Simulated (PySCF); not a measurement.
Species: 1,3-dichloropropane, C₃H₆Cl₂.
Numbering: `[Cl:1][CH2:2][CH2:3][CH2:4][Cl:5]` (hydrogens: H6, H7 on C2; H8, H9 on C3; H10, H11 on C4)

Torsions of this conformer, `[Cl:1][CH2:2][CH2:3][CH2:4][Cl:5]`: Cl1–C2–C3–C4 63°, C2–C3–C4–Cl5 64°.

The closed-shell ground state was solved at several levels (PySCF, density fitting, gas phase, non-relativistic). Geometry: PBE0-D3(BJ)/def2-TZVP, one conformer, isolated molecule.

```json
{"level": "CAM-B3LYP/aug-cc-pVTZ", "basis functions": "376", "HOMO (eV)": "-9.86", "LUMO (eV)": "0.17", "gap (eV)": "10.03", "dipole (D)": "2.29"}
{"level": "wB97X-D/aug-cc-pVTZ", "basis functions": "376", "HOMO (eV)": "-10.34", "LUMO (eV)": "0.80", "gap (eV)": "11.14", "dipole (D)": "2.29"}
{"level": "PBE0/pcSseg-2", "basis functions": "278", "HOMO (eV)": "-8.44", "LUMO (eV)": "0.40", "gap (eV)": "8.84", "dipole (D)": "2.31"}
```

Task: Estimate the row for PBE0/aug-cc-pVTZ, a basis of 376 functions; the other rows only guide the guess.

Result: HOMO -8.44 eV, LUMO -0.18 eV, gap 8.26 eV, dipole 2.27 D.

Task: Over all these levels, which gives the widest orbital gap and which the narrowest?

Result: wB97X-D/aug-cc-pVTZ (range-separated hybrid) has the widest, 11.14 eV, and PBE0/aug-cc-pVTZ (global hybrid, 25 % exact exchange) the narrowest, 8.26 eV. The two share the basis. From the narrowest to the widest the HOMO moves by -1.90 eV and the LUMO by +0.98 eV.

Task: How far do the dipole and the HOMO energy spread over the levels?

Result: The dipole runs from 2.27 to 2.31 D (mean 2.29 D) and the HOMO from -10.34 to -8.44 eV.
